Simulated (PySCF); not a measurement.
**Structure from NMR data**

The spectra below were simulated for a compound C$_{4}$H$_{7}$N.

1H NMR (400 MHz, computed): δ 2.20 (t, 2H), 1.56 (m, 2H), 1.16 (t, 3H).

13C{1H} NMR (computed): δ 124.9 (C), 24.3 (CH2), 21.3 (CH2), 15.2 (CH3).

- PBE0-D3(BJ)/def2-TZVP structure
- σ from GIAO-B97-2/pcSseg-2
- program: PySCF 2.14
- rapidly exchanging positions averaged, no solvent model, no relativistic terms, a single conformation

Scale: 1H (31.64 ppm), 13C (185.38 ppm) against TMS (reference shieldings calculated alike).

**Question.** What is the structure?

**Answer.** 
1. The formula gives 2 degrees of unsaturation (no ring in the answer).
2. 4 carbon signals for 4 carbons: no two carbons are equivalent.
3. Carbon types of the structure: 1 × C, 2 × CH2, 1 × CH3, which accounts for all hydrogens.
4. δC 124.9: nitrile carbon; this is the usual window of a C≡N carbon, which has no attached hydrogen.
5. δC 24.3: sp3 CH2; aliphatic region, no heteroatom directly attached.
6. δC 21.3: sp3 CH2 α to a nitrile; a saturated carbon with 2 carbon neighbours and no heteroatom attached.
7. δC 15.2: methyl carbon; a saturated carbon with 1 carbon neighbour and no heteroatom attached.
8. δH 2.20: hydrogen on an sp3 CH2 α to a nitrile.
9. δH 1.56: hydrogen on an sp3 CH2.
10. δH 1.16: hydrogen on a methyl carbon; far from electronegative atoms and π systems.

The compound is SMILES CCCC#N.

This is the structure that produced the data.

Shifts are as computed. Against solution values, carbons near 30 ppm lie about +3 ppm off and those near 130 ppm about +7 ppm. Of 1309 compounds with measured shifts, 239 miss one by over three times the rms of a fit or turn the order of signals round; such compounds aren't used in these exercises. No couplings were computed; multiplicities are counted from neighbouring protons, with m where these are inequivalent, close in shift, in a saturated or five-membered ring or joined by F or P, and br s for small geminal =CH2 splittings.
